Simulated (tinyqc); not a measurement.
Inside a calculation. Method: CCSD on RHF in the sto-3g basis, frozen core, for HF, spin multiplicity 1. Computed by tinyqc, a small Python program that keeps every step (integrals from PySCF). Settings: charge = 0, multiplicity = 1, basis = sto-3g, method = RHF, frozen orbitals = 1, energy threshold = 1e-10, iteration cap = 87, orthogonalisation = canonical, start = atomic densities, DIIS depth = 6, amplitude equations = CCSD, DIIS depth for amplitudes = 6, cap on updates = 87. Command: `OMP_NUM_THREADS=1 python tinyqc.py 24652 24653 out.jsonl` (the two numbers bound the seeds that draw the settings). One thread of a shared host (Intel(R) Xeon(R) Processor @ 2.60GHz), about 0.2 s of CPU time with the checks. The early iterations of the SCF are left out here.

## One-electron integrals

Geometry (angstrom):
```
atom       x       y       z
F     0.0000  0.0000  0.0000
H     0.0000  0.0000  0.9410
```

Basis sto-3g: exponents (1/bohr^2) and contraction coefficients of normalised primitives:
```
element  l (shell)  exponent  coefficient
F            s (1)  166.6791       0.1543
F            s (1)   30.3608       0.5353
F            s (1)    8.2168       0.4446
F            s (2)    6.4648      -0.1000
F            s (2)    1.5023       0.3995
F            s (2)    0.4886       0.7001
F            p (3)    6.4648       0.1559
F            p (3)    1.5023       0.6077
F            p (3)    0.4886       0.3920
H            s (1)    3.4253       0.1543
H            s (1)    0.6239       0.5353
H            s (1)    0.1689       0.4446
```

Overlap, kinetic and nuclear-attraction integrals over the contracted functions; the nuclear repulsion is the sum of Za Zb / Rab.

nuclear repulsion = 5.061206 hartree

overlap S, order 1F 1s, 1F 2s, 1F 2px, 1F 2py, 1F 2pz, 2H 1s:
```
[[1.0000, 0.2380, 0.0000, 0.0000, 0.0000, 0.0467],
 [0.2380, 1.0000, 0.0000, 0.0000, 0.0000, 0.4329],
 [0.0000, 0.0000, 1.0000, 0.0000, 0.0000, 0.0000],
 [0.0000, 0.0000, 0.0000, 1.0000, 0.0000, 0.0000],
 [0.0000, 0.0000, 0.0000, 0.0000, 1.0000, 0.3409],
 [0.0467, 0.4329, 0.0000, 0.0000, 0.3409, 1.0000]]
```

kinetic energy T (hartree), order 1F 1s, 1F 2s, 1F 2px, 1F 2py, 1F 2pz, 2H 1s:
```
[[36.9846, -0.2129, 0.0000, 0.0000, 0.0000, -0.0015],
 [-0.2129, 1.0380, 0.0000, 0.0000, 0.0000, 0.1161],
 [0.0000, 0.0000, 3.2480, 0.0000, 0.0000, 0.0000],
 [0.0000, 0.0000, 0.0000, 3.2480, 0.0000, 0.0000],
 [0.0000, 0.0000, 0.0000, 0.0000, 3.2480, 0.2559],
 [-0.0015, 0.1161, 0.0000, 0.0000, 0.2559, 0.7600]]
```

nuclear attraction V (hartree), order 1F 1s, 1F 2s, 1F 2px, 1F 2py, 1F 2pz, 2H 1s:
```
[[-77.5719, -9.3106, 0.0000, 0.0000, -0.0143, -1.8832],
 [-9.3106, -12.0999, 0.0000, 0.0000, -0.1720, -4.0393],
 [0.0000, 0.0000, -11.9704, 0.0000, 0.0000, 0.0000],
 [0.0000, 0.0000, 0.0000, -11.9704, 0.0000, 0.0000],
 [-0.0143, -0.1720, 0.0000, 0.0000, -12.0804, -2.8203],
 [-1.8832, -4.0393, 0.0000, 0.0000, -2.8203, -6.0917]]
```

core Hamiltonian H = T + V (hartree), order 1F 1s, 1F 2s, 1F 2px, 1F 2py, 1F 2pz, 2H 1s:
```
[[-40.5874, -9.5235, 0.0000, 0.0000, -0.0143, -1.8847],
 [-9.5235, -11.0619, 0.0000, 0.0000, -0.1720, -3.9232],
 [0.0000, 0.0000, -8.7223, 0.0000, 0.0000, 0.0000],
 [0.0000, 0.0000, 0.0000, -8.7223, 0.0000, 0.0000],
 [-0.0143, -0.1720, 0.0000, 0.0000, -8.8324, -2.5644],
 [-1.8847, -3.9232, 0.0000, 0.0000, -2.5644, -5.3317]]
```

## Two-electron integrals

Functions are numbered as in S; the eight-fold symmetry (ij|kl) = (ji|kl) = (kl|ij) leaves the list below.

Two-electron integrals (ij|kl) in chemists' order, unique and non-zero (hartree):
```
(11|11) 5.4035   (21|11) 0.8419   (21|21) 0.1563   (22|11) 1.2680
(22|21) 0.2923   (22|22) 0.9262   (31|31) 0.0280   (32|31) 0.0432
(32|32) 0.2046   (33|11) 1.2645   (33|21) 0.2924   (33|22) 0.9260
(33|33) 0.9975   (41|41) 0.0280   (42|41) 0.0432   (42|42) 0.2046
(43|43) 0.0538   (44|11) 1.2645   (44|21) 0.2924   (44|22) 0.9260
(44|33) 0.8900   (44|44) 0.9975   (51|51) 0.0280   (52|51) 0.0432
(52|52) 0.2046   (53|53) 0.0538   (54|54) 0.0538   (55|11) 1.2645
(55|21) 0.2924   (55|22) 0.9260   (55|33) 0.8900   (55|44) 0.8900
(55|55) 0.9975   (61|11) 0.1680   (61|21) 0.0309   (61|22) 0.0574
(61|33) 0.0573   (61|44) 0.0573   (61|51) 0.0013   (61|52) 0.0024
(61|55) 0.0576   (61|61) 0.0062   (62|11) 0.4056   (62|21) 0.0947
(62|22) 0.3324   (62|33) 0.3277   (62|44) 0.3277   (62|51) 0.0064
(62|52) 0.0491   (62|55) 0.3415   (62|61) 0.0190   (62|62) 0.1441
(63|31) 0.0102   (63|32) 0.0592   (63|53) 0.0105   (63|63) 0.0219
(64|41) 0.0102   (64|42) 0.0592   (64|54) 0.0105   (64|64) 0.0219
(65|11) 0.2673   (65|21) 0.0632   (65|22) 0.2377   (65|33) 0.2274
(65|44) 0.2274   (65|51) 0.0139   (65|52) 0.0928   (65|55) 0.2581
(65|61) 0.0132   (65|62) 0.1263   (65|65) 0.1318   (66|11) 0.5399
(66|21) 0.1281   (66|22) 0.5171   (66|33) 0.4989   (66|44) 0.4989
(66|51) 0.0115   (66|52) 0.1218   (66|55) 0.5527   (66|61) 0.0259
(66|62) 0.2806   (66|65) 0.2856   (66|66) 0.7746
```

## Orthogonalisation

S = U s U^T; canonical form X = U s^(-1/2), so that X^T S X = 1. Each column of U has its largest component positive (the first on a tie).

eigenvalues of S: [0.4296, 0.8456, 1.0000, 1.0000, 1.1246, 1.6002]

X, order 1F 1s, 1F 2s, 1F 2px, 1F 2py, 1F 2pz, 2H 1s:
```
[[0.2918, 0.7638, 0.0000, 0.0000, -0.5883, 0.2248],
 [-0.9010, -0.4440, 0.0000, 0.0000, -0.3516, 0.4647],
 [0.0000, 0.0000, 0.4108, 0.9117, 0.0000, 0.0000],
 [0.0000, 0.0000, 0.9117, -0.4108, 0.0000, 0.0000],
 [-0.6136, 0.5776, 0.0000, 0.0000, 0.6084, 0.2957],
 [1.0267, -0.2616, 0.0000, 0.0000, 0.2223, 0.5206]]
```

Within a degenerate level the vectors are fixed only up to a rotation; this is one choice.

## Iteration 7 (converged): orbitals

converged F (hartree), order 1F 1s, 1F 2s, 1F 2px, 1F 2py, 1F 2pz, 2H 1s:
```
[[-25.8924, -6.6230, 0.0000, 0.0000, -0.0236, -1.3210],
 [-6.6230, -3.0436, 0.0000, 0.0000, -0.0923, -1.1056],
 [0.0000, 0.0000, -0.4635, 0.0000, 0.0000, 0.0000],
 [0.0000, 0.0000, 0.0000, -0.4635, 0.0000, 0.0000],
 [-0.0236, -0.0923, 0.0000, 0.0000, -0.3487, -0.5698],
 [-1.3210, -1.1056, 0.0000, 0.0000, -0.5698, -0.5685]]
```

Diagonalise F' = X^T F X, C = X C', fill 5 alpha and 5 beta electrons from the bottom; D = 2 C_occ C_occ^T. Each column has its largest component positive (the first on a tie).

F' = X^T F X (hartree):
```
[[-0.0455, -2.3877, 0.0000, 0.0000, 1.7231, -0.6748],
 [-2.3877, -10.8976, 0.0000, 0.0000, 10.7566, -5.6950],
 [0.0000, 0.0000, -0.4635, 0.0000, 0.0000, 0.0000],
 [0.0000, 0.0000, 0.0000, -0.4635, 0.0000, 0.0000],
 [1.7231, 10.7566, 0.0000, 0.0000, -11.8150, 6.3203],
 [-0.6748, -5.6950, 0.0000, 0.0000, 6.3203, -4.5817]]
```

orbital energies (hartree): [-25.9022, -1.4639, -0.5780, -0.4635, -0.4635, 0.6043]

coefficients C, order 1F 1s, 1F 2s, 1F 2px, 1F 2py, 1F 2pz, 2H 1s:
```
[[0.9947, -0.2501, 0.0798, 0.0000, 0.0000, 0.0822],
 [0.0224, 0.9429, -0.4198, 0.0000, 0.0000, -0.5318],
 [0.0000, 0.0000, 0.0000, 0.8907, -0.4546, 0.0000],
 [0.0000, 0.0000, 0.0000, 0.4546, 0.8907, 0.0000],
 [0.0028, 0.0825, 0.6995, 0.0000, 0.0000, -0.8195],
 [-0.0055, 0.1534, 0.5292, 0.0000, 0.0000, 1.0674]]
```

D after iteration 7, order 1F 1s, 1F 2s, 1F 2px, 1F 2py, 1F 2pz, 2H 1s:
```
[[2.1169, -0.4942, 0.0000, 0.0000, 0.0760, -0.0032],
 [-0.4942, 2.1315, 0.0000, 0.0000, -0.4317, -0.1552],
 [0.0000, 0.0000, 2.0000, 0.0000, 0.0000, 0.0000],
 [0.0000, 0.0000, 0.0000, 2.0000, 0.0000, 0.0000],
 [0.0760, -0.4317, 0.0000, 0.0000, 0.9922, 0.7657],
 [-0.0032, -0.1552, 0.0000, 0.0000, 0.7657, 0.6073]]
```

Within a degenerate level the vectors are fixed only up to a rotation; this is one choice.

## Convergence

Stop when the energy changes by less than 1e-10 hartree and every element of the error matrix X^T (F D S - S D F) X is below 3e-06.

Course of the cycle:
```
iteration  E (hartree)     change  largest element of the error matrix
1           -99.427380          -                             1.02e+00
2           -98.540168   8.87e-01                             1.89e-01
3           -98.571846  -3.17e-02                             2.80e-02
4           -98.572561  -7.15e-04                             4.16e-03
5           -98.572569  -8.01e-06                             8.35e-05
6           -98.572569  -3.27e-09                             1.20e-06
7           -98.572569  -1.62e-12                             9.73e-09
```

PySCF RHF in the same basis = -98.572569 hartree

Converged in 7 iterations.

## Integrals over molecular orbitals

(pq|rs) = sum C_ip C_jq C_kr C_ls (ij|kl), one index at a time.

one-electron integrals over orbitals h = C^T H C (hartree):
```
[[-40.5691, 0.7034, -0.2147, 0.0000, 0.0000, -0.2244],
 [0.7034, -9.1488, 0.5589, 0.0000, 0.0000, 1.1849],
 [-0.2147, 0.5589, -7.6001, 0.0000, 0.0000, 1.8702],
 [0.0000, 0.0000, 0.0000, -8.7223, 0.0000, 0.0000],
 [0.0000, 0.0000, 0.0000, 0.0000, -8.7223, 0.0000],
 [-0.2244, 1.1849, 1.8702, 0.0000, 0.0000, -6.1146]]
```

Two-electron integrals over orbitals (pq|rs), unique and non-zero (hartree); the lowest 1 orbital is frozen and left out:
```
(22|22) 0.8571    (32|22) -0.0192   (32|32) 0.1571    (33|22) 0.7540
(33|32) -0.0489   (33|33) 0.7669    (42|42) 0.1808    (43|42) -0.0428
(43|43) 0.0481    (44|22) 0.8784    (44|32) -0.0773   (44|33) 0.7544
(44|44) 0.9975    (52|52) 0.1808    (53|52) -0.0428   (53|53) 0.0481
(54|54) 0.0538    (55|22) 0.8784    (55|32) -0.0773   (55|33) 0.7544
(55|44) 0.8900    (55|55) 0.9975    (62|22) -0.1289   (62|32) -0.0460
(62|33) -0.0381   (62|44) -0.1272   (62|55) -0.1272   (62|62) 0.0971
(63|22) -0.1658   (63|32) 0.0943    (63|33) -0.1238   (63|44) -0.1963
(63|55) -0.1963   (63|62) 0.0568    (63|63) 0.1766    (64|42) -0.0423
(64|43) -0.0146   (64|64) 0.0315    (65|52) -0.0423   (65|53) -0.0146
(65|65) 0.0315    (66|22) 0.6820    (66|32) 0.0708    (66|33) 0.6693
(66|44) 0.6512    (66|55) 0.6512    (66|62) -0.0669   (66|63) -0.0145
(66|66) 0.7136
```

## CCSD: starting amplitudes

t_ij^ab = <ij||ab> / (e_i + e_j - e_a - e_b), whose energy is MP2.

Starting amplitudes (spin orbitals 1a, 1b, ...; amplitudes related by a flip of all spins are not repeated):
```
from      to        t
3a 3b  6a 6b  -0.0747
2a 2b  6a 6b  -0.0235
2a 3b  6a 6b  -0.0175
4a 4b  6a 6b  -0.0148
5a 5b  6a 6b  -0.0148
```

correlation energy = -0.018381 hartree

## CCSD: amplitude update 1

t_i^a D_i^a and t_ij^ab D_ij^ab are set to the remaining terms of the spin-orbital equations, evaluated with the old amplitudes; for the doubles these are <ij||ab> + 1/2 <ab||ef> t_ij^ef + 1/2 <mn||ij> t_mn^ab + P(ij)P(ab) <mb||ej> t_im^ae + terms in t^2 + terms with t1, D the orbital-energy denominators.

Amplitudes after update 1 (spin orbitals 1a, 1b, ...; amplitudes related by a flip of all spins are not repeated):
```
from      to          t
3a 3b  6a 6b    -0.1005
2a 3b  6a 6b    -0.0259
2a 2b  6a 6b    -0.0256
4a 4b  6a 6b    -0.0170
5a 5b  6a 6b    -0.0170
3a        6a     0.0064
2a        6a  -4.31e-04
```

correlation energy = -0.024250 hartree

## CCSD: convergence

E_corr = 1/4 sum <ij||ab> t_ij^ab + 1/2 sum <ij||ab> t_i^a t_j^b; stop when the norm of the change is below 1e-8.

Course of the amplitude iterations:
```
update  correlation energy (hartree)  norm of the change
0                          -0.018381                   -
1                          -0.024250            5.82e-02
2                          -0.026376            2.25e-02
3                          -0.027704            8.91e-03
4                          -0.027698            4.98e-04
5                          -0.027700            3.33e-05
6                          -0.027700            6.88e-06
7                          -0.027700            1.11e-06
8                          -0.027700            7.82e-08
9                          -0.027700            8.37e-10
```

Converged amplitudes (spin orbitals 1a, 1b, ...; amplitudes related by a flip of all spins are not repeated):
```
from      to        t
3a 3b  6a 6b  -0.1177
2a 3b  6a 6b  -0.0302
2a 2b  6a 6b  -0.0248
4a 4b  6a 6b  -0.0175
5a 5b  6a 6b  -0.0175
3a        6a   0.0121
2a        6a  -0.0016
```

CCSD total energy = -98.600269 hartree

T1 diagnostic, norm of the one-spin t1 over sqrt(correlated electrons) = 0.0043

Converged in 9 updates, with DIIS from the third.
